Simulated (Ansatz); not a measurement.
C3H5NO (methoxyacetonitrile): entropy by statistical mechanics

A singlet with charge 0, relaxed at PBE/def2-SVP (Ansatz 0.2.0):

```xyz
10

C     0.0078   -0.1639   -1.5203
O     0.6719   -0.1121   -0.2757
C    -0.2152    0.1166    0.7893
C     0.5209    0.1621    2.0594
N     1.0913    0.2014    3.0802
H    -0.5185    0.7930   -1.7563
H     0.7772   -0.3459   -2.2942
H    -0.7442   -0.9893   -1.5615
H    -0.9950   -0.6850    0.8678
H    -0.7710    1.0835    0.6746
```

Harmonic wavenumbers in cm⁻¹: 88, 174, 231, 367, 367, 541, 935, 980, 987, 1135, 1148, 1180, 1202, 1347, 1404, 1404, 1414, 1445, 2308, 2873, 2898, 2901, 2957, 3080.

Masses in u: C 12.011, O 15.999, N 14.007, H 1.008. Take T = 298.15 K, p = 1 bar, R = 8.3145 J/(mol K), kT/hc = 207.22 cm⁻¹, rigid rotor and harmonic oscillator.

Compute the standard molar entropy.


1. Translation (Sackur–Tetrode): S = R[3/2 ln M + 5/2 ln T − 1.1517] with M = 71.079 gives 162.0 J/(mol K).
2. Rotation: principal moments 17.199, 207.436, 218.103 u Å² give A, B, C = 0.9801, 0.0813, 0.0773 cm⁻¹; the symmetry number is σ = 1; q = (√π/σ)√((kT/hc)³/ABC) = 67368; S = R(ln q + 3/2) = 104.9.
3. Vibration: with u = ν̃/207.22, each mode gives R[u/(eᵘ − 1) − ln(1 − e⁻ᵘ)]; the sum is 47.4, most from 88 cm⁻¹ (15.5), 174 cm⁻¹ (10.0), 231 cm⁻¹ (7.8).
4. Electronic: R ln 1 = 0.0, from the spin multiplicity alone.
5. Sum: 162.0 + 104.9 + 47.4 + 0.0 = 314.3 J/(mol K).

No measured value is set beside it here. Where a soft mode is a torsion, a harmonic oscillator describes it poorly.
